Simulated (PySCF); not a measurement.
# OF2 (oxygen difluoride) at 3 levels

Wanted: a comparison of 3 runs (PBE0/ccECP-cc-pVDZ, PBE0/ccECP-aug-cc-pVDZ, PBE0/ccECP-cc-pVTZ) of OF2 (oxygen difluoride). Input form: a Python script.

Program for the calculation: PySCF 2.14.0.

**1. Starting point**

The species is OF2 (3 atoms), meant as a singlet with charge 0. As SMILES, `FOF`. The coordinates come from a GFN2-xTB relaxation.

Bond lengths: F1–O2 1.366 Å, O2–F3 1.366 Å. Angles: F1–O2–F3 106.0°.

**2. The energy at PBE0/ccECP-cc-pVDZ (core potential) (run 1)**

Input file calc.py:

```python
# oxygen difluoride
from pyscf import gto, dft

mol = gto.M(
    atom=[
    ('F', (0.956190, -0.330530, 0.490900)),
    ('O', (0.000730, 0.544900, 0.060070)),
    ('F', (-0.956920, -0.214370, -0.550970)),
],
    spin=0,
    max_memory=1860,
    basis='ccecp-cc-pvdz',
    verbose=4,
    ecp='ccecp',
)

mf = dft.RKS(mol, xc='pbe0')
mf.conv_tol = 1e-10
mf.grids.level = 4
mf.kernel()
if not mf.converged:
    mf = mf.newton().run(mf.mo_coeff, mf.mo_occ)

e_final = mf.e_tot
print('E(%s) = %.9f' % ('PBE0', e_final))
```

On the command line:

```
$ OMP_NUM_THREADS=1 python calc.py
```

Output:

```text
PySCF version 2.14.0

[... 70 lines left out ...]
converged SCF energy = -64.3627948046188
E(PBE0) = -64.362794805
```

It took 3.3 s on 1 thread of Arm Neoverse V1, shared host; peak memory 0.22 GiB.

**3. The energy at PBE0/ccECP-aug-cc-pVDZ (core potential) (run 2)**

Input file job.py:

```python
# oxygen difluoride
from pyscf import gto, dft

mol = gto.M(
    atom='''
F      1.806937    -0.624611     0.927667
O      0.001380     1.029712     0.113516
F     -1.808317    -0.405101    -1.041182
''',
    ecp='ccecp',
    max_memory=1860,
    basis='ccecp-aug-cc-pvdz',
    unit='bohr',
    spin=0,
    verbose=3,
)

myscf = dft.RKS(mol, xc='pbe0')
myscf.grids.level = 4
myscf.conv_tol = 1e-10
myscf.kernel()
if not myscf.converged:
    myscf = myscf.newton().run(myscf.mo_coeff, myscf.mo_occ)

energy = myscf.e_tot
print('Final energy', energy)
```

On the command line:

```
$ OMP_NUM_THREADS=1 python job.py
```

Output:

```text
converged SCF energy = -64.3893649146932
Final energy -64.38936491469323
```

Run time: 5.1 s. Hardware: 1 thread of Arm Neoverse V1, shared host; peak memory 0.3 GiB.

**4. A single-point energy at PBE0/ccECP-cc-pVTZ (core potential) (run 3)**

Input file run.py:

```python
from pyscf import gto, dft

molecule = gto.Mole()
molecule.atom = '''
F    0.956190  -0.330530   0.490900
O    0.000730   0.544900   0.060070
F   -0.956920  -0.214370  -0.550970
'''
molecule.max_memory = 1860
molecule.basis = 'ccecp-cc-pvtz'
molecule.ecp = {'F': 'ccecp', 'O': 'ccecp'}
molecule.verbose = 3
molecule.build()

mf = dft.RKS(molecule)
mf.xc = 'pbe0'
mf.grids.level = 4
mf.conv_tol = 1e-10
mf.kernel()
if not mf.converged:
    mf = mf.newton().run(mf.mo_coeff, mf.mo_occ)

energy = mf.e_tot
print('E(%s) = %.9f' % ('PBE0', energy))
```

On the command line:

```
$ OMP_NUM_THREADS=1 python run.py
```

Output:

```text
converged SCF energy = -64.3919462815998
E(PBE0) = -64.391946282
```

Wall time 6.9 s (1 thread of Arm Neoverse V1, shared host); peak memory 0.4 GiB.

**5. All runs side by side**

```
run                                    level  energy (Eh)  dipole moment (D)  HOMO energy (eV)  LUMO energy (eV)  wall time
  1      PBE0/ccECP-cc-pVDZ (core potential)   -64.362795               0.20             -9.78             -2.09      3.3 s
  2  PBE0/ccECP-aug-cc-pVDZ (core potential)   -64.389365               0.22             -9.65             -1.99      5.1 s
  3      PBE0/ccECP-cc-pVTZ (core potential)   -64.391946               0.24             -9.60             -1.82      6.9 s
```

**6. What came out**

```
            quantity         value
 run 3: total energy  -64.39195 Eh
run 3: dipole moment        0.24 D
  run 3: HOMO energy      -9.60 eV
  run 3: LUMO energy      -1.82 eV
run 3: HOMO–LUMO gap       7.78 eV
```

In words: The dipole moment (its size) runs from 0.20 D (PBE0/ccECP-cc-pVDZ) to 0.24 D (PBE0/ccECP-cc-pVTZ). The HOMO–LUMO gap runs from 7.66 eV (PBE0/ccECP-aug-cc-pVDZ) to 7.78 eV (PBE0/ccECP-cc-pVTZ). All runs together took 15 s, the longest 6.9 s.
